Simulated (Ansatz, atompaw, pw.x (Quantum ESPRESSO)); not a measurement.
# tungsten (fcc): variants of one PAW (atompaw) potential in the solid

W (Z = 74), PAW, made with atompaw 4.2.0.5 (PBEsol, scalar-relativistic). Core [Kr] 4d10 4f14, reference 5s2 5p6 5d4 6s1 6p1. Waves: 5s (bound): rc 1.40 bohr; 6s (bound): rc 2.30 bohr; 5p (bound): rc 1.60 bohr; 6p (bound): rc 2.30 bohr; 5d (bound): rc 2.30 bohr; 5d channel at 1.3 Ry: rc 2.30 bohr. Local part: bessel scheme, radius 1.85 bohr. Core correction: smooth core density matched at 1.40 bohr. Augmentation charge: sinc compensation charge, radius 2.20 bohr; PAW radius 2.30 bohr; waves and projectors: custom polynom vanderbiltortho.

Crystal test: fcc W in pw.x 7.5, no spin, 14³ k-points, Fermi–Dirac smearing 0.01 Ry, cutoffs set for each file from its atomic test. The reference is all-electron LAPW (Ansatz 0.2.0) with the same functional, mesh and smearing; V0 and B0 come from Birch–Murnaghan fits to the pressures at five volumes. Errors are pseudo minus all-electron; Δ is the rms difference of the E(V) curves that follow from these fits, minima aligned, over ±6 % about the mean V0. Mesh and smearing are coarse, so the numbers serve the comparison and aren't converged zero-temperature values; the lattice is a test structure that the element need not adopt.

All-electron: a0 = 4.000 Å (V0 = 16.00 Å³/atom), B0 = 298.8 GPa.

| change | cutoffs (Ry) | pw.x | a0 (Å) | a0 error (%) | B0 error (%) | Δ (meV/atom) | mean pressure error (GPa) |
| --- | --- | --- | --- | --- | --- | --- | --- |
| base | 60/600 | converged | 3.998 | -0.07 | +0.7 | 2.1 | -0.60 |
| augmentation sinc compensation charge, radius 2.20 bohr; PAW radius 2.30 bohr; waves and projectors: custom polynom2 7 10 vanderbiltortho | 145/900 | converged | 3.998 | -0.07 | +0.5 | 2.1 | -0.61 |
| wave 6s (bound): rc 2.30 bohr becomes 6s (bound): rc 1.56 bohr | 60/600 | converged | 3.997 | -0.07 | +0.6 | 2.3 | -0.66 |
| core correction smooth core density matched at 2.04 bohr | 60/600 | converged | 3.998 | -0.06 | +0.7 | 2.0 | -0.58 |
| augmentation gaussian compensation charge, radius 2.20 bohr; PAW radius 2.30 bohr; waves and projectors: custom polynom vanderbiltortho | 60/600 | converged | 3.998 | -0.07 | +0.5 | 2.1 | -0.61 |
| local potential bessel scheme, radius 1.46 bohr | 60/600 | converged | 3.989 | -0.28 | +0.5 | 8.9 | -2.53 |
